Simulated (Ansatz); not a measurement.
Basis-set series for CO+ (`[C]#[O+]`) radical. Charge 1, multiplicity 2. The geometry is a stationary point of PBE0-D4/def2-TZVP.

```tsv
functional	basis	functions	energy (Eh)	HOMO (eV)	LUMO (eV)
PBE0-D4	def2-SVP	28	-112.58490	-23.97	-16.92
PBE0-D4	def2-QZVPP	114	-112.72389	-23.84	-16.92
ωB97M-V	def2-SVP	28	-112.68151	-26.17	-15.05
ωB97M-V	def2-QZVPP	114	-112.82220	-26.16	-15.04
```

(1) Give the rows for def2-TZVPP. (An estimate is asked.)

## Answers

(1) The calculation gave: 
```
functional       basis  functions  energy (Eh)  HOMO (eV)  LUMO (eV)
   PBE0-D4  def2-TZVPP         62   -112.71797     -23.84     -16.92
   ωB97M-V  def2-TZVPP         62   -112.81680     -26.15     -15.03
```

HOMO and LUMO are taken over both spins.

Computed with Ansatz.
